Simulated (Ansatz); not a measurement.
# RPA@PBE/STO-3G run of BSiH3 (SMILES B[SiH])

What is the energy change on altering one bond length of BSiH3 at RPA@PBE/STO-3G? 

The results are computed with Ansatz 0.2.0.

43 further runs of the same task are left out: 43 set aside as unsound or not needed.

## 1. The structure to begin with

The species is BSiH3 (5 atoms), meant as a triplet with charge 0. As SMILES, `B[SiH]`. The coordinates come from a GFN2-xTB relaxation.

Bond lengths: B1–Si2 1.878 Å, B1–H3 1.179 Å, B1–H4 1.176 Å, Si2–H5 1.476 Å. Angles: B1–Si2–H5 134.9°, Si2–B1–H3 120.6°, Si2–B1–H4 121.0°, H3–B1–H4 118.4°.

## 2. A single-point energy at RPA@PBE/STO-3G

File run.yaml:

```yaml
crystal:
  periodic: [false, false, false]
  atoms:
    - symbol: B
      position_ang: [-0.206730, -0.708170, 0.126670]
    - symbol: Si
      position_ang: [0.760780, 0.829450, -0.350440]
    - symbol: H
      position_ang: [-1.303690, -0.620750, 0.549520]
    - symbol: H
      position_ang: [0.263590, -1.779740, 0.010050]
    - symbol: H
      position_ang: [0.486040, 2.279200, -0.335800]
basis:
  gaussian: {orbitals: STO-3G}
accuracy: high
magnetization: {spin_polarized: true, initial_magnetization: 2}
correlation: {method: rpa, frozen_orbitals: {B: 1, H: 0, Si: 5}}
hamiltonian: {xc: pbe}
```

Launch:

```sh
$ ansatz run run.yaml --threads 1 --pin off --max-ram 2610MiB --events-out events.jsonl --progress --plain --runs-dir runs
```

The program printed:

```text
Warning: RAYON_NUM_THREADS=1 ignored (pool sized by the plan → 1); use --threads N
Functional definition: PBE
  name "PBE"
  parameter kappa = 0.804
  parameter beta = 0.06672455060314922
  exchange = pbe_x(kappa = kappa, mu = beta*pi^2/3)
  correlation = pbe_c(beta = beta)
287 factors; integrals over basis functions are off by at most 1.2e-8 eV
mean field evaluation 1: about -8491.5049 eV, gradient 1.2e1 eV
mean field evaluation 2: about -8491.4543 eV, gradient 1.2e1 eV
mean field evaluation 4: about -8492.9883 eV, gradient 1.4e0 eV
mean field evaluation 8: about -8493.0072 eV, gradient 3.8e-2 eV
mean field evaluation 16: about -8493.0072 eV, gradient 3.9e-7 eV
mean field -8493.00724115 eV, -312.1122593453 hartree, gradient 7.3e-8 eV, S^2 2.001257; 0 other end points of the search recorded, 0 dependent functions left out
6 core orbitals not correlated: weight in the atoms' cores, before any rotation towards them, 0.999 or more for the frozen orbitals, at most 0.000 for the correlated occupied ones
reference -8478.49751733 eV, -311.5790368298 hartree; 6, 4 occupied and 5, 7 virtual orbitals, 287 factors
Total energy: -8482.65230203 eV, -311.7317223513 hartree
```

It took 1.8 s on 1 thread of Arm Neoverse V1, shared host; peak memory 0.12 GiB.

## 3. The distorted shape, same level

File molecule.yaml:

```yaml
crystal:
  periodic: [false, false, false]
  atoms:
    - {symbol: B, position_ang: [0.067506, -0.730025, 0.020959]}
    - {symbol: Si, position_ang: [1.035016, 0.807595, -0.456151]}
    - {symbol: H, position_ang: [-1.303690, -0.620750, 0.549520]}
    - {symbol: H, position_ang: [0.537826, -1.801595, -0.095661]}
    - {symbol: H, position_ang: [0.760276, 2.257345, -0.441511]}
basis:
  gaussian:
    orbitals: STO-3G
magnetization:
  spin_polarized: true
  initial_magnetization: 2
hamiltonian:
  xc: {name: PBE}
correlation:
  method: rpa
  frozen_orbitals: {B: 1, H: 0, Si: 5}
accuracy: high
```

Launch:

```sh
$ ansatz run molecule.yaml --threads 1 --pin off --max-ram 2610MiB --events-out events.jsonl --progress --plain --runs-dir runs
```

The program printed:

```text
Warning: RAYON_NUM_THREADS=1 ignored (pool sized by the plan → 1); use --threads N
Functional definition: PBE
  name "PBE"
  parameter kappa = 0.804
  parameter beta = 0.06672455060314922
  exchange = pbe_x(kappa = kappa, mu = beta*pi^2/3)
  correlation = pbe_c(beta = beta)
287 factors; integrals over basis functions are off by at most 1.1e-8 eV
mean field evaluation 1: about -8490.8169 eV, gradient 1.2e1 eV
mean field evaluation 2: about -8490.7503 eV, gradient 1.2e1 eV
mean field evaluation 4: about -8492.1549 eV, gradient 1.6e0 eV
mean field evaluation 8: about -8492.1820 eV, gradient 8.1e-2 eV
mean field evaluation 16: about -8492.1820 eV, gradient 2.8e-6 eV
mean field -8492.18202146 eV, -312.0819330809 hartree, gradient 2.3e-8 eV, S^2 2.001230; 0 other end points of the search recorded, 0 dependent functions left out
6 core orbitals not correlated: weight in the atoms' cores, before any rotation towards them, 0.999 or more for the frozen orbitals, at most 0.000 for the correlated occupied ones
reference -8477.31477020 eV, -311.5355716745 hartree; 6, 4 occupied and 5, 7 virtual orbitals, 287 factors
Total energy: -8481.86977141 eV, -311.7029648815 hartree
```

It took 1.8 s on 1 thread of Arm Neoverse V1, shared host; peak memory 0.12 GiB.

## 4. What came out

Level: RPA@PBE/STO-3G, 6 core orbitals frozen.

```
                                                         quantity          value
                                        first shape: total energy  -311.73172 Eh
                    first shape: RPA correlation energy (valence)     -152.7 mEh
                   first shape: ⟨S²⟩ of the reference determinant          2.001
                                    distorted shape: total energy  -311.70296 Eh
                distorted shape: RPA correlation energy (valence)     -167.4 mEh
               distorted shape: ⟨S²⟩ of the reference determinant          2.001
energy change with the B1–H3 bond stretched from 1.179 to 1.474 Å       0.783 eV
```

With the B1–H3 bond stretched from 1.179 to 1.474 Å the energy rises by 0.78 eV (18.0 kcal/mol). The first shape isn't relaxed at this level, so the change isn't measured from a minimum. The minimal basis adds a large error of its own.
